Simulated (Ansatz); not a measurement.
## Al–Al–OH, quartet: reading a ladder of total energies

Geometry: a PBE0/def2-TZVP stationary point for this spin, not checked as a minimum.

```xyz
4

Al    0.0000    0.0000   -2.8185
Al    0.0000    0.0000   -0.4741
O     0.0000    0.0000    1.1734
H     0.0000    0.0000    2.1192
```

Basis cc-pVDZ; Ansatz 0.2.0. Only valence electrons are correlated (noble-gas cores frozen), which leaves 13 electrons in 44 orbitals. R marks a restricted (for open shells ROHF) determinant, U an unrestricted one.

Full CI isn't at hand for all of this; UCCSDT(Q) serves as the reference, and is uncertain by about the last step of the cluster series.

Runs differ by some tens of microhartree through their thresholds and, for an open shell, their frozen cores, so steps under 0.03 kcal/mol mean nothing.

```json
{"level": "UHF", "total energy (hartree)": "-559.261947"}
{"level": "UMP2", "total energy (hartree)": "-559.525513"}
{"level": "UCCSD", "total energy (hartree)": "-559.547060"}
{"level": "UCCSD(T)", "total energy (hartree)": "-559.555228"}
{"level": "UCCSDT", "total energy (hartree)": "-559.556572"}
{"level": "UCCSDT(Q)", "total energy (hartree)": "-559.557533"}
```

Q: What is the correlation energy at UCCSDT(Q), and what share of it do UMP2 and UCCSDT recover?

A: E(corr) = -559.557533 − (-559.261947) = -0.295586 hartree = -8.043 eV. UMP2: -0.263566 / -0.295586 = 89.17 %. UCCSDT: -0.294625 / -0.295586 = 99.67 %.

Q: By how many kcal/mol does UCCSD(T) miss UCCSDT(Q) (1 hartree = 627.509 kcal/mol), and which steps make up the rest?

A: -559.555228 − (-559.557533) = 0.002305 hartree = 1.45 kcal/mol. Steps: UCCSDT − UCCSD(T) = -0.84, UCCSDT(Q) − UCCSDT = -0.60 kcal/mol. Differences between like states or geometries often cancel part of this.
